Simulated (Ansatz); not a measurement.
System: C3H7O, net charge 0, doublet state. It need not be the lowest isomer of its formula. 
Coordinates optimised at B3LYP-D3(BJ)/def2-TZVP (Ansatz, a first-principles code):
```xyz
11

O     -0.0336     1.3524    -0.1913
C     -0.0230     0.0261     0.3439
H      0.7975     1.7801     0.0409
H      0.1030     0.0869     1.4415
C     -1.3380    -0.5860     0.0500
C      1.1470    -0.7908    -0.2108
H      1.0799    -0.8495    -1.2976
H     -2.1725     0.0406    -0.2265
H      2.0998    -0.3278     0.0582
H     -1.4939    -1.6419     0.2178
H      1.1393    -1.8033     0.1974
```
Charge 0, spin multiplicity 2.

Q: Give the harmonic wavenumbers at B3LYP-D3(BJ)/def2-TZVP (Ansatz, finite differences of forces, unscaled).

A: 119, 254, 280, 361, 420, 430, 551, 838, 910, 972, 1049, 1103, 1162, 1235, 1339, 1392, 1399, 1452, 1490, 1497, 2870, 3027, 3089, 3111, 3162, 3272, 3803 cm⁻¹. Zero-point energy 58.0 kcal/mol.

Q: From these and the geometry, give the ideal-gas thermochemistry at 298.15 K and 1 atm (rigid rotor, harmonic oscillator).

A: Point group C1, rotational symmetry number 1. Rotational constants 9.082, 8.487, 4.897 GHz. S(trans) 38.15, S(rot) 24.26, S(vib) 10.50, S(elec, spin only) 1.38, S 74.3 cal/(mol K). H(298) - H(0) 4.27 kcal/mol; G - E(el) 40.1 kcal/mol.
